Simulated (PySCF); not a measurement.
Compound: 2-butyne, C₄H₆.
Geometry (PBE0-D3(BJ)/def2-TZVP, Å), atoms numbered from 1 in this order:
```
atom  x, y, z in Å
C1     2.015   -0.419   -0.021
C2     0.594   -0.125   -0.008
C3    -0.582    0.119    0.003
C4    -2.003    0.416    0.017
H5     2.335   -0.770   -1.005
H6     2.603    0.469    0.224
H7     2.263   -1.195    0.708
H8    -2.550   -0.309    0.625
H9    -2.421    0.388   -0.993
H10   -2.193    1.409    0.431
```

Method: TDDFT CAM-B3LYP/aug-cc-pVTZ, vertical, gas phase, core orbitals frozen in the response in PySCF 2.14.0, density-fitted response routines. Isolated species at its PBE0-D3(BJ)/def2-TZVP geometry, gas phase.

Frontier orbitals with the atoms that hold most of them (Löwdin shares over 4%, at most four atoms; ? is withheld):

```csv
orbital,ε (eV),atoms
HOMO-3,-13.22,"C4 25%, C1 25%, H9 10%, H5 10%"
HOMO-2,-13.22,"C1 25%, C4 25%, H6 9%, H10 8%"
HOMO-1,-8.49,"C3 36%, C2 36%, C1 10%, C4 10%"
HOMO,-8.49,"C3 36%, C2 36%, C1 10%, C4 10%"
LUMO,0.25,?
LUMO+1,0.46,"H9 14%, H8 14%, H6 14%, H5 14%"
LUMO+2,0.89,"H9 20%, H5 19%, C1 13%, C4 13%"
```

Give the leading atoms of the LUMO.

H10 (bonded to C) 16%; H6 (bonded to C) 16%; H7 (bonded to C) 16%; H8 (bonded to C) 16%.

Within 0.005 eV of a neighbour in this list lie HOMO-3/HOMO-2 and HOMO-1/HOMO.

The HOMO–LUMO gap is 8.74 eV. Where does the response calculation put the lowest singlet, and from which orbitals?

S1 is at 6.20 eV (f = 0.0045), 2.54 eV below the gap, made of HOMO-1/HOMO→LUMO (≥86%). S1/S2 lie within about 0.01 eV of each other. Without the coupling terms of the response equations the lowest excitation would equal the gap.

Next come S2 at 6.20 eV (f 0.0045), HOMO-1/HOMO→LUMO (≥86%); S3 at 6.61 eV (f 0.0000), HOMO-1/HOMO→LUMO+13 (≥38%), HOMO-1/HOMO→LUMO+12 (≥37%); S4 at 6.83 eV (f 0.0002), HOMO-1/HOMO→LUMO+12 (≥35%), HOMO-1/HOMO→LUMO+13 (≥35%), HOMO-1/HOMO→LUMO+5 (≥9%); S5 at 6.83 eV (f 0.0002), HOMO-1/HOMO→LUMO+12 (≥36%), HOMO-1/HOMO→LUMO+13 (≥35%), HOMO-1/HOMO→LUMO+5 (≥9%).

Orbitals of the list HOMO-3 to LUMO+2 that lie within 0.01 eV of each other are written together with a slash and their weights summed (≥ marks a lower bound); for degenerate orbitals outside that list single weights are arbitrary.

Time: 34 s; peak memory 1.1 GiB. Hardware: one thread of an Arm Neoverse V1 (shared host).
